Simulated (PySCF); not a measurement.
# Working out the ionisation energy of F

F [He] 2s2 2p5 (2P) → F⁺ [He] 2s2 2p4 (3P). All numbers are calculated (PySCF 2.14, the non-relativistic Hamiltonian (point nucleus), in aug-cc-pVQZ). Frozen: 1s2. Energies in hartree (1 hartree = 27.21139 eV):

```csv
part,F (lower),F⁺ (upper)
UHF,-99.414085,-98.838841
CCSD correlation,-0.233896,-0.174033
(T),-0.004927,-0.002565
```

Q: What does Hartree-Fock give?

A: (-98.838841) − (-99.414085) = 0.575244 hartree = 15.653 eV.

Q: What do CCSD and CCSD(T) give?

A: The CCSD correlation energies differ by 0.059863 hartree = 1.629 eV and the triples by 0.002362 hartree = 0.064 eV, so CCSD gives 17.282 eV and CCSD(T) 17.346 eV.

Measured between the centres of the two terms (NIST): 17.427 eV, so CCSD(T) (valence) is off by -0.081 eV.

What remains against the reference includes basis incompleteness, the frozen core and higher excitations.
